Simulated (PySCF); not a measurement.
Electric field gradients and quadrupole coupling constants

Species: C₅H₉O (charge -1).
Cartesian coordinates in Å at the GFN2-xTB level; atoms count from 1:
```
atom  x, y, z in Å
C1     2.207    0.419   -0.250
C2     1.004    0.220   -0.843
O3     0.740    0.229   -2.083
C4    -0.198   -0.057    0.120
C5    -1.249    1.032   -0.072
C6    -0.788   -1.423   -0.217
H7     3.096    0.612   -0.832
H8     2.332    0.396    0.825
H9     0.146   -0.052    1.162
H10   -1.479    1.103   -1.134
H11   -0.863    1.995    0.260
H12   -2.170    0.815    0.479
H13   -0.076   -2.212    0.021
H14   -0.987   -1.455   -1.287
H15   -1.720   -1.615    0.325
```

Field gradients from the PBE0/pcSseg-1 density (PySCF, non-relativistic), principal values in atomic units, ordered |Vxx| ≤ |Vyy| ≤ |Vzz|:

```json
{"atom": "O3", "Vxx": "0.0617", "Vyy": "1.2038", "Vzz": "-1.2655"}
```

**Question.** Find the asymmetry η = (Vxx − Vyy)/Vzz and the couplings χ = eQV/h (234.96 MHz × Q in barn × V in au), with Q(17O) = −0.0256 b.

**Answer.** 
| atom | environment | nucleus | η | χzz (MHz) | χxx (MHz) | χyy (MHz) |
| --- | --- | --- | --- | --- | --- | --- |
| O3 | enolate oxygen | 17O | 0.90 | 7.61 | -0.37 | -7.24 |

At O3 η is above 0.9: Vyy and Vzz are nearly equal in size and opposite in sign, so a small change could swap them and flip the sign of χzz. 

**Question.** What is Vzz at O3 in SI units (1 au = 9.71736 × 10²¹ V/m²)?

**Answer.** -1.2655 au = -12.297 × 10²¹ V/m².

**Question.** And the gradient at the other heavy atoms, for which no coupling is worked out here?

**Answer.** 
| atom | environment | Vzz (au) | η |
| --- | --- | --- | --- |
| C1 | carbon bonded to C and 2 H | -0.152 | 0.91 |
| C2 | vinylic carbon bearing oxygen | 0.343 | 0.79 |
| C4 | allylic carbon | -0.095 | 0.74 |
| C5 | methyl carbon | -0.056 | 0.94 |
| C6 | methyl carbon | -0.058 | 0.91 |

**Question.** What couplings would deuterons (Q(2H) = 0.00286 b) have in place of the hydrogens, at this geometry?

**Answer.** 
```json
{"atom": "H7", "bonded to": "C1", "bond length (Å)": "1.081", "Vzz (au)": "0.3533", "η": "0.12", "χzz (kHz)": "237"}
{"atom": "H8", "bonded to": "C1", "bond length (Å)": "1.082", "Vzz (au)": "0.3497", "η": "0.15", "χzz (kHz)": "235"}
{"atom": "H9", "bonded to": "C4", "bond length (Å)": "1.098", "Vzz (au)": "0.2999", "η": "0.02", "χzz (kHz)": "202"}
{"atom": "H10", "bonded to": "C5", "bond length (Å)": "1.089", "Vzz (au)": "0.3128", "η": "0.03", "χzz (kHz)": "210"}
{"atom": "H11", "bonded to": "C5", "bond length (Å)": "1.090", "Vzz (au)": "0.3178", "η": "0.01", "χzz (kHz)": "214"}
{"atom": "H12", "bonded to": "C5", "bond length (Å)": "1.095", "Vzz (au)": "0.3110", "η": "0.02", "χzz (kHz)": "209"}
{"atom": "H13", "bonded to": "C6", "bond length (Å)": "1.090", "Vzz (au)": "0.3176", "η": "0.01", "χzz (kHz)": "213"}
{"atom": "H14", "bonded to": "C6", "bond length (Å)": "1.089", "Vzz (au)": "0.3117", "η": "0.03", "χzz (kHz)": "209"}
{"atom": "H15", "bonded to": "C6", "bond length (Å)": "1.095", "Vzz (au)": "0.3109", "η": "0.02", "χzz (kHz)": "209"}
```

Isolated species at its GFN2-xTB geometry (one conformer only). The pcSseg-1 basis has no diffuse functions, a weakness for an anion. The HOMO energy is positive at this level (+0.34 eV), so the outermost electrons may be held by the finite basis alone. GFN2-xTB bond lengths can be off by several hundredths of an ångström, more for odd bonds, and the gradients follow them. The small basis limits the accuracy of the gradients.
